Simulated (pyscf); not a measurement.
A first-order saddle from PySCF, ωB97X-D3(BJ)/def2-SVP:

```xyz
10

C      1.1709    -0.0991    -0.5745
O      0.5184     1.0264     0.0891
Si    -0.0692     0.8870     1.8324
H      0.4864    -0.9558    -0.6288
H      2.0901    -0.3737    -0.0405
H      1.4104     0.2636    -1.5863
H     -0.5946     2.2782     1.9051
H     -1.1870    -0.0736     2.0554
H      1.0039     0.7116     2.8520
H      0.4497     1.9348    -0.6001
```
Charge 0, spin multiplicity 2.

Surface: doublet, charge 0. Lowest wavenumbers (cm⁻¹): 1796i, 115, 151, 228, 248.

Question: What reaction is this the transition state of?

Answer: H₃C–O–SiH₃ (SMILES CO[SiH3]) + H• (SMILES [H]) <-> H₃C–OH (SMILES CO) + SiH₃• (SMILES [SiH3]), a substitution at O read from left to right: O–Si broken and H–O formed. At ωB97M-D3(BJ)/def2-TZVP it lies +105.0 kJ/mol from the left side and +85.9 kJ/mol from the right (each side as separated species at their lowest minima found). The same reactants have a lower exit, to H₃C–O–SiH₂• + H₂ (barrier +20.1 kJ/mol at ωB97M-D3(BJ)/def2-TZVP, against +105.0 kJ/mol here). H₃C–O–SiH₃ lies 99.2 kJ/mol over its isomer H₃C–SiH₂–OH (electronic energy, ωB97M-D3(BJ)/def2-TZVP). One saddle was located; it need not be the lowest between these sides. The angle at the attacked O is 128°.
